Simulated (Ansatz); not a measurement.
SiC2. Total charge 0; singlet. Geometry PBE-D4/def2-TZVP, basis def2-TZVP, Ansatz.

```xyz
3

Si   -1.0732   -0.8350   -0.0073
C     1.1035    0.3433    0.3052
C    -0.0303    0.4918   -0.2979
```

```csv
run,HOMO (eV),LUMO (eV)
A,-6.31,-4.02
B,-9.07,-2.23
C,-6.64,-3.93
D,-7.72,-3.20
E,-10.56,-1.10
```

LC-ωPBE has ω = 0.4 bohr⁻¹. Another isomer (singlet) lies 0.09 eV lower at PBE0-D4/def2-TZVP; other spin states weren't run for this one.

The runs used BHLYP, LC-ωPBE, PBE, PBE0, r2SCAN. Estimate which is which.

A PBE (0 % exact exchange); B BHLYP (50 % exact exchange); C r2SCAN (0 % exact exchange); D PBE0 (25 % exact exchange); E LC-ωPBE (range-separated). Exact exchange lowers occupied and raises empty levels; among semilocal functionals meta-GGAs tend to open the gap a little, and such runs are hard to tell apart. The gap grows from 2.29 eV (PBE) to 9.46 eV (LC-ωPBE).
